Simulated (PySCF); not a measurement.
Static response to an electric field

2,3-dihydrofuran, C₄H₆O.
Cartesian coordinates in Å at the GFN2-xTB level; atoms count from 1:
```
atom  x, y, z in Å
C1     0.8428   -0.8286    0.0196
C2     1.3477    0.3579   -0.2824
O3     0.4434    1.3720   -0.3271
C4    -0.8394    0.8194   -0.0219
C5    -0.6409   -0.6885    0.2280
H6     1.3702   -1.7563    0.1077
H7     2.3604    0.6466   -0.4970
H8    -1.2302    1.3415    0.8566
H9    -1.5021    1.0185   -0.8695
H10   -1.2083   -1.2995   -0.4773
H11   -0.9381   -0.9804    1.2374
```

Level: B3LYP/def2-SVPD (PySCF), static field, nuclei fixed, core orbitals frozen in the response. The polarisability tensor in these axes (au):

```
x   52.98  0.85 -2.40
y    0.85 54.18 -3.00
z   -2.40 -3.00 39.80
```

Question: Give the principal values, the mean and the anisotropy Δα = √{½[(α1 − α2)² + (α2 − α3)² + (α1 − α3)²]}.

Answer: Principal values 38.86, 52.56 and 55.53 au; mean 48.98 au = 7.26 Å³ = 8.08 × 10⁻⁴⁰ C²·m²/J; Δα = 15.40 au (31 % of the mean).

Question: What is the dipole moment, and where does it point?

Answer: (-0.67, -1.02, 0.29) D, 1.26 D in size, pointing from the negative to the positive side. Measured along this direction, the outermost atoms are H7 at the negative end and H10 and H11 at the positive end.

Question: What are the principal values of the traceless quadrupole moment, Θ = ½Σq(3rr − r²1), about the centre of nuclear charge?

Answer: -2.89, -1.49, 4.38 D·Å. The values depend on the origin, since the dipole doesn't vanish. The electronic extent ⟨r²⟩ about the same centre is 335 bohr², a root-mean-square distance of 1.57 Å for the 38 electrons.

Question: Molar refractivity from α?

Answer: Lorentz–Lorenz: R = (4π/3)N_A α = 2.5225 cm³/(mol·Å³) × 7.26 Å³ = 18.3 cm³/mol, in the limit of long wavelengths.

Question: In a dilute gas of rigid molecules at 250 K, how does the orientational term μ²/3kT compare with the electronic polarisability?

Answer: In Gaussian units μ²/3kT = 15.22 Å³ against 7.26 Å³, a ratio of 2.10; the Debye molar polarisation (4π/3)N_A(α + μ²/3kT) is 56.7 cm³/mol, leaving out the vibrational part.

Question: Find the Langevin capture rate constant for O2+ (31.990 u) meeting this molecule (70.042 u), k = 2.342 × 10⁻⁹ cm³/s × √(α in Å³ / reduced mass in u).

Answer: The reduced mass is 21.96 u, so k = 1.35 × 10⁻⁹ cm³/s. The formula leaves out the permanent dipole, which adds to the capture rate.

Question: Form Σ f/ω² (atomic units) for the 8 lowest TDDFT singlets, given as eV and f, and set it beside the mean polarisability, which is this sum over all singlets: 5.49, 0.0074; 6.11, 0.1315; 6.34, 0.0053; 6.47, 0.0030; 6.90, 0.0002; 6.98, 0.0207; 7.24, 0.0118; 7.50, 0.0123.

Answer: They add up to 3.59 au, 7.3 % of the 48.98 au; the largest single term is 2.61 au, from the state at 6.11 eV. Terms in order: 0.18, 2.61, 0.10, 0.05, 0.00, 0.31, 0.17, 0.16 au. Higher excitations give the rest. The strengths listed sum to 0.192.

Isolated species at its GFN2-xTB geometry, gas phase.

These values come from a run that also computed excited states. On one thread, Arm Neoverse V1 (shared host), this took 12 s.
